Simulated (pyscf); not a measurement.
# Four-centre exchange: H₃Ge–AsH₂ + AsH₃ → H₃Ge–AsH–AsH₂ + hydrogen (H₂)

Gas phase, singlet surface, charge 0. Bonds broken: As1–H3, As8–H9. Bonds formed: As1–As8, H3–H9. Optimised with ωB97X-D3(BJ)/def2-SVP in PySCF.

Transition state (Å):

```xyz
11

As     0.6175    -0.0988    -0.9338
Ge    -0.4061     0.0170     1.2284
H      0.9702     1.7434    -0.6386
H      1.0590    -1.5666    -0.6339
H      0.5524    -0.4906     2.3188
H     -0.7949     1.4762     1.5154
H     -1.6749    -0.8515     1.2318
As    -1.5595     1.7273    -1.5947
H      0.1873     2.1633    -0.8651
H     -1.4331     3.2452    -1.4668
H     -1.0407     1.7491    -3.0215
```

One imaginary mode, 1196i cm⁻¹; descent along it reached the two sides named.

```json
[
 {"bond": "As1–H3", "change": "breaks", "reactant side (Å)": "1.520", "saddle": "1.899", "product side": "3.1"},
 {"bond": "As8–H9", "change": "breaks", "reactant side (Å)": "1.522", "saddle": "1.943", "product side": "4.0"},
 {"bond": "As1–As8", "change": "forms", "reactant side (Å)": "3.6", "saddle": "2.9", "product side": "2.423"},
 {"bond": "H3–H9", "change": "forms", "reactant side (Å)": "4.0", "saddle": "0.917", "product side": "0.761"}
]
```

Electronic energies relative to the separated reactants (kcal/mol):

| level | barrier | reaction energy | reverse barrier |
|---|---|---|---|
| ωB97X-D3(BJ)/def2-TZVP | 60.9 | -8.2 | 69.0 |
| PBE/def2-TZVP | 49.2 | -3.6 | 52.7 |
| r²SCAN/def2-TZVP | 54.2 | -3.9 | 58.1 |
| B3LYP-D3(BJ)/def2-TZVP | 54.2 | -4.5 | 58.7 |
| PBE0-D3(BJ)/def2-TZVP | 54.3 | -4.5 | 58.8 |
| M06-2X/def2-TZVP | 59.6 | -5.9 | 65.4 |
| ωB97M-D3(BJ)/def2-TZVP | 62.6 | -2.0 | 64.5 |
| HF/def2-TZVP | 88.8 | +3.7 | 85.1 |

With ωB97M-D3(BJ)/def2-TZVP energies and thermal terms (ideal gas, 1 atm, RRHO with modes under 100 cm⁻¹ raised to 100, one conformer, R ln 2 for chiral ones without a mode under 150 cm⁻¹), in kcal/mol:

```tsv
T (K)	ΔH‡	ΔG‡	ΔH	ΔG
298	61.0	71.9	-2.8	-0.7
600	61.6	82.8	-1.5	+0.9
900	62.6	93.1	-0.6	+1.9
1200	63.5	103.2	0.0	+2.6
```

From the product side, H₃Ge–AsH• + AsH₂• + H₂ lies, by one bond made or cut, 14.7 kcal/mol under this saddle at ωB97M-D3(BJ)/def2-TZVP. This is the saddle that the search found; another between the same sides may lie lower. Elements up to Kr have no core potential and no relativistic terms here.
